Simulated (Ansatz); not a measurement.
Several settings on one geometry of the cluster C2H2 (that of the charge 0 singlet, PBE-D4/def2-TZVP). Ansatz on 4 threads of Arm Neoverse V1 on a shared host; times are rough.

```xyz
4

C    -0.1127   -0.2099   -0.5548
C     0.1126    0.2099    0.5548
H    -0.3139   -0.5823   -1.5386
H     0.3139    0.5823    1.5386
```

Totals from different functionals, basis sets or treatments of relativity can't be compared as stabilities.

LC-ωPBE has ω = 0.4 bohr⁻¹.

The spins typed aren't always the lowest for that charge.

Q: Give the basis size and estimate the energy, ⟨S²⟩, dipole and time of these runs.

```
run                       method  charge    state                                                                          further keys
  1  UKS BLYP-D3(BJ)/def2-mTZVPP       0  triplet                                           scf: {omitted_lower_state_checks: [starts]}
  2       RKS LC-ωPBE/def2-mTZVP       0  singlet  point_charges: [{charge: 0.50, position_ang: [3.991, -0.681, -0.233]}]; forces asked
  3      RKS ωB97X-V/aug-cc-pVDZ       0  singlet                                                                          forces asked
```

A: 
```
run  functions  energy (Eh)  ⟨S²⟩  dipole (D)  wall time
  1         48     -77.1207  2.00           –      1.4 s
  2         44     -77.2898     –        0.24     0.35 s
  3         64     -77.3088     –        0.00        1 s
```
